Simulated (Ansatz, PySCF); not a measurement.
This Ansatz (a quantum-chemistry and plane-wave program) input computes a CCSD(T)/cc-pVDZ energy:

Ansatz 0.2 input:
```yaml
crystal:
  periodic: [false, false, false]
  atoms:
    - {symbol: C, position_ang: [-0.00108478, 0.01125913, 0.11444147]}
    - {symbol: C, position_ang: [-0.01259876, 0.13076463, 1.32913478]}
    - {symbol: C, position_ang: [0.01178222, -0.12228971, -1.24299295]}
    - {symbol: H, position_ang: [-0.02261568, 0.23473201, 2.38589352]}
    - {symbol: H, position_ang: [0.94544728, -0.15717806, -1.78780376]}
    - {symbol: H, position_ang: [-0.91142373, -0.19595820, -1.80158956]}
basis:
  gaussian:
    orbitals: cc-pVDZ
magnetization: {spin_polarized: true, initial_magnetization: 1}
correlation: {method: ccsd_t, electrons: outside_noble_gas}
```

Task: Write an input for the same energy in PySCF and say what it gives.

Result: 
```python
from pyscf import gto, scf, mp, cc as ccmod

mol = gto.M(
    atom='''
    C    -0.00108478    0.01125913    0.11444147
    C    -0.01259876    0.13076463    1.32913478
    C     0.01178222   -0.12228971   -1.24299295
    H    -0.02261568    0.23473201    2.38589352
    H     0.94544728   -0.15717806   -1.78780376
    H    -0.91142373   -0.19595820   -1.80158956
    ''',
    basis='cc-pvdz',
    charge=0,
    spin=1,
    verbose=4,
)

mf = scf.UHF(mol)
mf.conv_tol = 1e-10
mf.max_cycle = 100
mf.kernel()
mo, _, stable, _ = mf.stability(return_status=True)
if not stable:
    mf.kernel(mf.make_rdm1(mo, mf.mo_occ))
mp2 = mp.MP2(mf, frozen=3).run()
cc = ccmod.CCSD(mf, frozen=3)
cc.max_cycle = 100
cc.kernel()
et = cc.ccsd_t()
print(f'E(CCSD(T)) = {cc.e_tot + et:.9f}')
```
It gives -115.66330 Eh, and Ansatz -115.66330 Eh, a difference of 0.00 mEh.

It need not be the lowest isomer of its formula.
